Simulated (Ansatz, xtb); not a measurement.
A geometry optimisation of CH7Si2 with r2SCAN-D4/def2-SVP

The starting geometry of this gas-phase doublet has its atoms placed at random.

```xyz
10

C    -1.0631   -1.4316   -0.2680
Si   -1.8724   -0.0973   -0.8371
Si    0.1336   -0.2994    0.1935
H    -1.1057   -0.1092   -2.2650
H     1.2711   -0.3066   -0.6580
H    -0.9651    0.4970    1.1912
H     1.4118   -0.6422    0.6696
H    -0.6878    1.2582    0.3957
H    -0.0360   -1.9256   -0.2974
H    -0.4172    0.6769   -0.4966
```

Task: One run relaxed it with r2SCAN-D4/def2-SVP. What is a likely outcome?

Result: It loosens into CH5Si2 + H2, which stay close as a complex. Distances that change by over a tenth: C1–Si2 (1.66 → 1.83 Å), Si2–Si3 (2.26 → 2.54 Å), Si3–H10 (1.32 → 1.63 Å). Contacts that open: Si3–H6 (1.68 → 3.49 Å), Si3–H8 (1.77 → 4.13 Å), Si3–H9 (1.71 → 2.69 Å). Contacts that close: H6–H8 (1.14 → 0.76 Å).

The energy falls by 9.29 eV over 42 steps:

```json
{"step": "1", "E − E(last) (eV)": "9.294"}
{"step": "6", "E − E(last) (eV)": "0.907"}
{"step": "10", "E − E(last) (eV)": "0.079"}
{"step": "15", "E − E(last) (eV)": "0.020"}
{"step": "19", "E − E(last) (eV)": "0.010"}
{"step": "24", "E − E(last) (eV)": "0.007"}
{"step": "28", "E − E(last) (eV)": "0.005"}
{"step": "33", "E − E(last) (eV)": "0.002"}
{"step": "37", "E − E(last) (eV)": "0.000"}
{"step": "42", "E − E(last) (eV)": "0.000"}
```

Final geometry (Å):

```
atom    x (Å)    y (Å)    z (Å)
   C  -0.7830  -1.1744  -0.3252
  Si  -1.5353   0.0233  -1.4883
  Si   0.7910  -0.3295  -0.5317
   H  -1.3082  -0.5460  -2.8934
   H   1.9088  -0.9971  -1.2616
   H  -1.3203   0.4485   2.1405
   H   1.3257   0.6634   0.4456
   H  -1.3538   0.7978   2.8143
   H  -1.1608  -1.9865   0.2949
   H   0.1049   0.7207  -1.5672
```

From the same start GFN2-xTB ends elsewhere, in pieces: CH5Si2 + H2.

From so rough a start the end depends on the optimiser's path, so another program may land elsewhere. The end wasn't checked by frequencies. Open shells are spin-unrestricted. Run with Ansatz 0.2.0, 100 s on 2 threads of Intel(R) Xeon(R) 6975P-C (Granite Rapids) (shared host).
